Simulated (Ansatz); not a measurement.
Results of PBEsol (PAW; Ansatz, a quantum-chemistry and plane-wave program) for hcp Zn.

Input file:

Ansatz 0.2 input:
```yaml
crystal:
  lattice:
    - [1.2990475305, -2.2500163242, 0.0]
    - [1.2990475305, 2.2500163242, 0.0]
    - [0.0, 0.0, 4.8659370948]
  atoms:
    - { symbol: Zn, position: [0.3333333333, 0.6666666667, 0.25] }
    - { symbol: Zn, position: [0.6666666667, 0.3333333333, 0.75] }
basis:
  ecutwfc: 520
  ecutrho_ratio: 4
  xc_grid: 2
kpoints:
  mp_grid: { grid: [24, 24, 12] }
hamiltonian:
  xc: pbesol
  dispersion: none
  pseudopotentials: { kind: paw }
scf:
  occupations: { method: fermi_dirac, width: 0.05 }
  convergence: { dr2_threshold: 0.0000000002 }
output:
  forces: true
  stress: true
  eigenvalues: true
```

From the output:

```
Crystal: 2 atoms, lattice volume = 28.445 Å³
Basis set: ecut = 520 eV, 775 PW (Γ), exchange–correlation on 40×40×80 points (8 copies of the dense FFT grid, shifted against one another)
Bands: 16, of which v1, the nominal top of the filled ones, is band 12 counted from 1 (11 counted from 0)
Symmetry: 24 space group operations
Space group: P63/mmc (ITA 194), of the structure as read, at distance tolerance 3.1e-5 Å
k-points: 427 of 6912
Functional: x = pbesol(κ = 0.804, μ = 0.12345679012345678), c = pbesol(β = 0.046)
SCF iter   1: F=—  HF=-6561.817451 eV  |F-HF|=—  |Δ(HF+E_count)|=         —  Δρ=5.22e-3  dr2=4.42e-3
SCF iter   2: F=—  HF=-6561.816209 eV  |F-HF|=—  |Δ(HF+E_count)|=   1.24e-3  Δρ=1.25e-3  dr2=1.84e-4
  ...
SCF iter   6: F=—  HF=-6561.815836 eV  |F-HF|=—  |Δ(HF+E_count)|=   2.12e-8  Δρ=1.12e-5  dr2=1.78e-8
SCF iter   7: F=-6561.815836 eV  HF=-6561.815836 eV  |F-HF|=3.73e-11  |Δ(HF+E_count)|=   1.32e-9  Δρ=1.10e-6  dr2=1.63e-10
SCF 1 converged in 7 iterations: F = -6561.815836 eV  dr2 = 1.63e-10
SCF converged after 7 iterations
Free energy (F): -6561.815836 eV
Internal energy: -6561.812828 eV  (E = F + TS)
E sigma→0 (E₀):  -6561.814332 eV
Fermi energy:    11.898460 eV
--- Forces (eV/Å), atoms counted from 1 ---
  atom   1  Zn     0.00000000     0.00000000     0.00000000
  atom   2  Zn    -0.00000000     0.00000000     0.00000000
--- Stress (GPa, compression-positive) ---
       -0.004576       0.000000       0.000000
        0.000000      -0.004576       0.000000
        0.000000       0.000000      -0.003442
  P = ⅓ Tr σ = -0.0042 GPa (-0.042 kbar)
```

The PAW data were made under PBE.

The result took about 5 core-seconds (a rough figure).
